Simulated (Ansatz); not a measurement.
**Where CCSD(T) holds and where it slips**

Each species is computed at the geometry given (Å), with frozen cores, in Ansatz 0.2.0: RHF-CCSD(T) for singlets, UHF-CCSD(T) otherwise, and full CI in the same basis. The program picks the determinant by trial CCSD, so it needn't be the lowest Hartree–Fock solution. States: SiO⁺ Σ⁺ or Δ, B–AlH2⁺ A1, SiN⁺ Π. Cases whose determinant has another symmetry than full CI's state, or whose (Q) step broke down, weren't drawn.

Problem. Judging by size, spin and bonding, rank them by the size of CCSD(T)'s error in total energy against full CI in the same basis, smallest first (an estimate).
A. SiO⁺, sextet, 6-31G: Si 0.000 0.000 0.000; O 0.000 0.000 1.714
B. B–AlH$_{2}$⁺, doublet, 6-31G: B 0.000 0.000 1.732; Al 0.000 0.000 -0.588; H 0.000 -1.367 -1.415; H 0.000 1.367 -1.415
C. SiN⁺, quintet, 6-31G: Si 0.000 0.000 0.000; N 0.000 0.000 1.889

Solution. A (3.9 meV), C (13.7 meV), B (22.0 meV).

| species | basis | correlated electrons | CCSD(T) − full CI (meV) | CCSDT(Q) − full CI (meV) | unpaired electrons (full CI) | T1 | ⟨S²⟩ of the determinant |
| --- | --- | --- | --- | --- | --- | --- | --- |
| SiO⁺, sextet | 6-31G | 9 | 3.9 | -1.9 | 5.01 | 0.009 | 8.76 |
| SiN⁺, quintet | 6-31G | 8 | 13.7 | -1.6 | 4.04 | 0.030 | 6.02 |
| B–AlH2⁺, doublet | 6-31G | 7 | 22.0 | 0.4 | 1.08 | 0.024 | 0.76 |

Unpaired electrons are Σ n²(2−n)² over natural occupations; an open shell counts its own unpaired electrons too. Frozen cores follow each run's orbitals, which moves totals by a few meV.
